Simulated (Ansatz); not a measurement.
Reaction (substitution at a C–C bond): `CC(C)CCl` + HCl → `CC(Cl)CCl` + CH₄

Program: Ansatz. Geometries: PBE0-D4/def2-TZVP. ΔE: electronic, gas phase. CCSD(T)/CBS adds triple-zeta CCSD(T) − MP2 to the extrapolated MP2 energy (def2 sets, frozen cores). This one scheme is used for every species. Functionals use def2-TZVPP. Each species was taken in one conformer, which may not be the lowest.

```json
{"level": "r2SCAN0-D4", "ΔE (kJ/mol)": "6.0"}
{"level": "HF/def2-SVP", "ΔE (kJ/mol)": "11.6"}
{"level": "CCSD/def2-SVP", "ΔE (kJ/mol)": "16.9"}
{"level": "CCSD(T)/def2-SVP", "ΔE (kJ/mol)": "15.9"}
```

Question: What does CCSD(T)/CBS give? (An estimate is asked.)

Answer: The calculation gave: +8.0 kJ/mol. The listed levels differ from it by -2.0, 3.6, 8.9, 7.9 kJ/mol.

Largest T1 diagnostic among the species: 0.009.

From r2SCAN to r2SCAN0 (25 % exact exchange), in def2-TZVPP and without D4, ΔE moves by +3.6 kJ/mol. In def2-TZVPP, CCSD(T) changes the Hartree–Fock value by +4.9 kJ/mol (the triples alone add −1.8 kJ/mol) and MP2 by +3.1 kJ/mol. Leaving LDA and LC-ωPBE aside and taking each functional with its dispersion term where it has one, the values, not all of them listed here, spread over 10.4 kJ/mol, from BLYP-D4 to PBE-QIDH. LDA lies +7.5 kJ/mol from PBE without D4.
